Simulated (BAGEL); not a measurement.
# C2H5N (aziridine) at HF/3-21G (density fitting with cc-pvqz-jkfit)

Aim: the vertical ionisation energy of C2H5N (aziridine) at HF/3-21G (density fitting with cc-pvqz-jkfit), from 2 runs. 

Program for the calculation: BAGEL 1.2.2.

**1. The system as given**

C2H5N has 8 atoms, charge 0, and is taken as a singlet. As SMILES, `C1CN1`. Geometry: relaxed at PBE0-D4/def2-TZVP.

Bond lengths: C1–C2 1.474 Å, C1–N3 1.458 Å, C2–N3 1.458 Å, C1–H4 1.085 Å, C1–H5 1.084 Å, C2–H6 1.084 Å, C2–H7 1.085 Å, N3–H8 1.013 Å. Some angles: C1–C2–N3 59.6°, C2–C1–N3 59.6°, C1–N3–C2 60.7°, C1–C2–H6 119.8°, C1–C2–H7 117.8°, N3–C2–H6 114.9°, N3–C2–H7 118.8°, C2–C1–H4 117.8°, C2–C1–H5 119.8°, N3–C1–H4 118.8°.

**2. A single-point energy at HF/3-21G (density fitting with cc-pvqz-jkfit)**

calc.json reads:

```json
{ "bagel": [

{
  "title": "molecule",
  "basis": "3-21g",
  "df_basis": "cc-pvqz-jkfit",
  "angstrom": "true",
  "geometry": [
    { "atom": "C", "xyz": [   -0.441950,    0.372860,   -0.526630 ] },
    { "atom": "C", "xyz": [    0.701820,    0.041300,    0.342680 ] },
    { "atom": "N", "xyz": [   -0.646410,   -0.379240,    0.705850 ] },
    { "atom": "H", "xyz": [   -0.523890,   -0.146250,   -1.476300 ] },
    { "atom": "H", "xyz": [   -0.850360,    1.377350,   -0.521460 ] },
    { "atom": "H", "xyz": [    1.130680,    0.803020,    0.984310 ] },
    { "atom": "H", "xyz": [    1.406100,   -0.705720,   -0.009460 ] },
    { "atom": "H", "xyz": [   -0.775990,   -1.363310,    0.501020 ] }
  ]
},
{ "title": "hf" },
{ "title": "print", "file": "orbitals.molden", "orbitals": "true" }

]}
```

The run is started by

```bash
$ BAGEL_NUM_THREADS=1 BAGEL calc.json > calc.out
```

Output:

```text
* using 1 threads per process

  ===============================================================
  ===============================================================

  *** Geometry ***

  { "atom" : "C", "xyz" : [     -0.835164,      0.704603,     -0.995186 ] },
  { "atom" : "C", "xyz" : [      1.326248,      0.078046,      0.647571 ] },
  { "atom" : "N", "xyz" : [     -1.221538,     -0.716660,      1.333863 ] },
  { "atom" : "H", "xyz" : [     -0.990009,     -0.276372,     -2.789803 ] },
  { "atom" : "H", "xyz" : [     -1.606948,      2.602814,     -0.985417 ] },
  { "atom" : "H", "xyz" : [      2.136676,      1.517488,      1.860076 ] },
  { "atom" : "H", "xyz" : [      2.657144,     -1.333618,     -0.017877 ] },
  { "atom" : "H", "xyz" : [     -1.466409,     -2.576283,      0.946791 ] },

  Number of auxiliary basis functions:      573

  Since a DF basis is specified, we compute 2- and 3-index integrals:
    o Being stored without compression. Storage requirement is 0.006 GB

  Number of basis functions:       37
  Number of electrons      :       24

    * METHOD: MOLECULE                             0.25

  *** RHF ***

  === Nuclear Repulsion ===
    76.5777795189

      * DIIS with orbital gradients will be used.

  === RHF iteration (3-21g) ===
      0       -132.21352288          0.02353733           0.02
      1       -132.26523355          0.00984779           0.02
      2       -132.27476390          0.00250799           0.02
      3       -132.27553727          0.00040786           0.02
      4       -132.27557371          0.00014265           0.02
      5       -132.27558224          0.00003115           0.02
      6       -132.27558269          0.00000627           0.02
      7       -132.27558270          0.00000069           0.02
      8       -132.27558270          0.00000014           0.02
      9       -132.27558270          0.00000003           0.02
     10       -132.27558270          0.00000001           0.02
     11       -132.27558270          0.00000000           0.02
    * SCF iteration converged.

    * Permanent dipole moment:
           (   -0.447669,     0.283354,     0.697075) a.u.

    * METHOD: HF                                   0.31

    * METHOD: PRINT                                0.00

  ===============================================================
```

Run time: 0.7 s. Hardware: 1 thread of Arm Neoverse V1, shared host; peak memory 0.081 GiB.

**3. The doublet cation at the same level**

hf.json reads:

```json
{ "bagel" : [

{
  "title" : "molecule",
  "basis" : "3-21g",
  "df_basis" : "cc-pvqz-jkfit",
  "angstrom" : "true",
  "geometry" : [
    { "atom" : "C", "xyz" : [      -0.441950,       0.372860,      -0.526630 ] },
    { "atom" : "C", "xyz" : [       0.701820,       0.041300,       0.342680 ] },
    { "atom" : "N", "xyz" : [      -0.646410,      -0.379240,       0.705850 ] },
    { "atom" : "H", "xyz" : [      -0.523890,      -0.146250,      -1.476300 ] },
    { "atom" : "H", "xyz" : [      -0.850360,       1.377350,      -0.521460 ] },
    { "atom" : "H", "xyz" : [       1.130680,       0.803020,       0.984310 ] },
    { "atom" : "H", "xyz" : [       1.406100,      -0.705720,      -0.009460 ] },
    { "atom" : "H", "xyz" : [      -0.775990,      -1.363310,       0.501020 ] }
  ]
},

{ "title" : "uhf", "charge" : 1, "nopen" : 1 },

{ "title" : "print", "file" : "orbitals.molden", "orbitals" : "true" }

]}
```

The run is started by

```bash
$ BAGEL_NUM_THREADS=1 BAGEL hf.json > hf.out
```

Output:

```text
* using 1 threads per process

  ===============================================================
  ===============================================================

  *** Geometry ***

  { "atom" : "C", "xyz" : [     -0.835164,      0.704603,     -0.995186 ] },
  { "atom" : "C", "xyz" : [      1.326248,      0.078046,      0.647571 ] },
  { "atom" : "N", "xyz" : [     -1.221538,     -0.716660,      1.333863 ] },
  { "atom" : "H", "xyz" : [     -0.990009,     -0.276372,     -2.789803 ] },
  { "atom" : "H", "xyz" : [     -1.606948,      2.602814,     -0.985417 ] },
  { "atom" : "H", "xyz" : [      2.136676,      1.517488,      1.860076 ] },
  { "atom" : "H", "xyz" : [      2.657144,     -1.333618,     -0.017877 ] },
  { "atom" : "H", "xyz" : [     -1.466409,     -2.576283,      0.946791 ] },

  Number of auxiliary basis functions:      573

  Since a DF basis is specified, we compute 2- and 3-index integrals:
    o Being stored without compression. Storage requirement is 0.006 GB

  Number of basis functions:       37
  Number of electrons      :       24

    * METHOD: MOLECULE                             0.25

  *** Open-shell HF ***

  === Nuclear Repulsion ===
    76.5777795189

      * DIIS with orbital gradients will be used.

  === UHF iteration (3-21g) ===
      0       -131.89173948          0.03451317           0.04
      1       -131.95220659          0.01385579           0.04
      2       -131.96273885          0.00633320           0.04
      3       -131.96649081          0.00433880           0.04
      4       -131.96917460          0.00178341           0.04
      5       -131.97006889          0.00091075           0.04
      6       -131.97033982          0.00054838           0.04
      7       -131.97046077          0.00028967           0.04
      8       -131.97050241          0.00006506           0.04
      9       -131.97050402          0.00002028           0.04
     10       -131.97050410          0.00001012           0.04
     11       -131.97050415          0.00000279           0.04
     12       -131.97050416          0.00000101           0.04
     13       -131.97050416          0.00000058           0.04
     14       -131.97050416          0.00000036           0.04
     15       -131.97050416          0.00000011           0.04
     16       -131.97050416          0.00000003           0.04
     17       -131.97050416          0.00000001           0.04
     18       -131.97050416          0.00000001           0.04
    * SCF iteration converged.

    * S^2 (UHF) is 0.7594

    * Permanent dipole moment:
           (   -0.033434,     0.411536,     0.200949) a.u.

    * METHOD: UHF                                  0.78

    * METHOD: PRINT                                0.00

  ===============================================================
```

Wall time 1.2 s (1 thread of Arm Neoverse V1, shared host); peak memory 0.081 GiB.

**4. Results**

At HF/3-21G (density fitting with cc-pvqz-jkfit):

```
                                          quantity          value
                       singlet C2H5N: total energy  -132.27558 Eh
                      singlet C2H5N: dipole moment         2.23 D
                        singlet C2H5N: HOMO energy      -10.42 eV
                        singlet C2H5N: LUMO energy        6.86 eV
                      singlet C2H5N: HOMO–LUMO gap       17.27 eV
                      doublet cation: total energy  -131.97050 Eh
                              doublet cation: ⟨S²⟩          0.759
vertical ionisation energy (to the doublet cation)       8.302 eV
```

**Reading.** Removing an electron at fixed nuclei costs 8.30 eV (191 kcal/mol). The negative HOMO energy of the first species, 10.42 eV, lies 2.12 eV above that difference.
